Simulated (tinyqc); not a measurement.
Hueckel theory of the pi electrons with the omega technique, for the molecule C=CC1=CC=C1 (SMILES; centres numbered as the heavy atoms are written), step by step. One step of it, computed by the program tinyqc.

Problem. Energy, charges, bond orders. E = sum n x; q_r = z_r - P_rr; bond order p = P_rs; free valence = sqrt(3) - sum of p over the bonds of the atom.

x values: 2.175328  1.126033  0.000000  0.000000  -1.126033  -2.175328

occupations: 2.000000  2.000000  1.000000  1.000000  0.000000  0.000000

charge and bond-order matrix P, lower triangle:
```
           1C         2C        3C        4C        5C        6C
1C   1.000000
2C   0.797548   1.000000
3C   0.000000   0.550227  1.000000
4C  -0.123661   0.000000  0.426566  1.000000
5C   0.000000  -0.247321  0.000000  0.550227  1.000000
6C  -0.123661   0.000000  0.426566  0.000000  0.550227  1.000000
```

Centres:

| centre | z_r, pi electrons of the neutral centre | h |
|---|---|---|
| 1C | 1 | 0.000000 |
| 2C | 1 | 0.000000 |
| 3C | 1 | 0.000000 |
| 4C | 1 | 0.000000 |
| 5C | 1 | 0.000000 |
| 6C | 1 | 0.000000 |

Bonds:

| i | j | k |
|---|---|---|
| 1 | 2 | 1 |
| 2 | 3 | 1 |
| 3 | 4 | 1 |
| 4 | 5 | 1 |
| 5 | 6 | 1 |
| 6 | 3 | 1 |

Give: pi energy = 6 alpha + this times beta; pi charges; Bond orders and lengths from R = 1.517 - 0.180 p; free valence of the carbons; gap between the highest filled and the next level.

Solution.

pi energy = 6 alpha + this times beta = 6.6027

pi charges: 1C 0.0000, 2C 0.0000, 3C 0.0000, 4C 0.0000, 5C 0.0000, 6C 0.0000

Bond orders and lengths from R = 1.517 - 0.180 p (angstrom, C-C alone):

| bond | p | R |
|---|---|---|
| 1-2 | 0.7975 | 1.3734 |
| 2-3 | 0.5502 | 1.4180 |
| 3-4 | 0.4266 | 1.4402 |
| 4-5 | 0.5502 | 1.4180 |
| 5-6 | 0.5502 | 1.4180 |
| 6-3 | 0.4266 | 1.4402 |

free valence of the carbons: 1C 0.9345, 2C 0.3843, 3C 0.3287, 4C 0.7553, 5C 0.6316, 6C 0.7553

gap between the highest filled and the next level = 1.1260 |beta|
